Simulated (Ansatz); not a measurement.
System: BiOCl (P4/nmm, No. 129). Method: HSE06 (Ansatz, a quantum-chemistry and plane-wave program, plane waves, PAW).

Numerical settings: plane-wave cutoff 460 eV, 6×6×4 k mesh (along the axes of the cell as run), Fermi–Dirac smearing 0.01 eV, scalar-relativistic PAW data made under PBE.

Cell (measured lattice):

BiClO has the tetragonal space group P4/nmm, origin choice 1 (No. 129), Pearson symbol tP6. Conventional cell: a = b = 3.8855 Å, c = 7.3489 Å, α = β = γ = 90.00°. Bi on 2c sees 4 O at 2.314 Å and 4 Cl at 3.055 Å. Cl on 2c is coordinated by 4 Bi at 3.055 Å. O on 2b is surrounded by 4 Bi at 2.314 Å (tetrahedral). (Neighbours: up to the widest gap in distance over summed covalent radii, below 1.35, at either atom; cation-cation and far metal-metal contacts left out.)

Task: Predict the band gap, smallest direct gap on the k points sampled and direct gap at Γ.

Result: 
band gap: 3.60 eV
smallest direct gap on the k points sampled: 4.13 eV
direct gap at Γ: 4.97 eV

Note: cell and atoms aren't relaxed at this level (largest force component 0.25 eV/Å, pressure 0.4 GPa).

Spin–orbit coupling is not included; with these elements it can move the gap by several tenths of an eV or more.

Cost on a shared machine: very roughly 9 core-minutes.
